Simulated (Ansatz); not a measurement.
Basis-set limit of BSiH2, quartet

```xyz
4

Si    0.0000   -0.0471    0.5518
B     0.0000   -0.0605   -1.3633
H     0.0000    1.1711    1.4474
H     0.0000    0.7893   -2.2001
```

Connectivity, by distances: SiH–BH.

Ansatz 0.2.0, UHF determinant, valence electrons correlated. Energies in eV.

```
       set  X  functions  Hartree–Fock  MP2 correlation  CCSD(T) correlation                                                                                                              time
def2-TZVPP  3        101    -8562.2022          -4.2340              -5.3364  2.1 s on 1 × NVIDIA H100 80GB HBM3 with 1 thread of AMD EPYC 7R13 Processor (Zen 3), with other jobs on the host
def2-QZVPP  4        187    -8562.4588          -4.5340              -5.5888  3.5 s on 1 × NVIDIA H100 80GB HBM3 with 1 thread of AMD EPYC 7R13 Processor (Zen 3), with other jobs on the host
```

Hartree–Fock is taken to follow E(X) = E∞ + A·exp(−7.88·√X), correlation E(X) = E∞ + B·X^−2.97.

Cautions: lower spins were not checked.

Task: Work out the CCSD(T) energy at the limit, and how far the shortcut misses it that extrapolates MP2 and adds CCSD(T) minus MP2 from the smaller set.

Result: Hartree–Fock: E∞ = E4 + 0.1377·(E4 − E3) = -8562.4942. Correlation: E∞ = E4 + 0.7407·(E4 − E3) = -5.7758 for CCSD(T) and -4.7562 for MP2. The limit is -8568.2699 eV, 0.222 eV below def2-QZVPP. The shortcut gives a correlation energy of -4.7562 + (-1.1024) = -5.8586, 83 meV lower than the direct value.

Past Ne part of the Hartree–Fock step between the two sets comes from the cores, which don't follow the formula, so the 35 meV that it adds to the total can overshoot; that part largely cancels in differences.
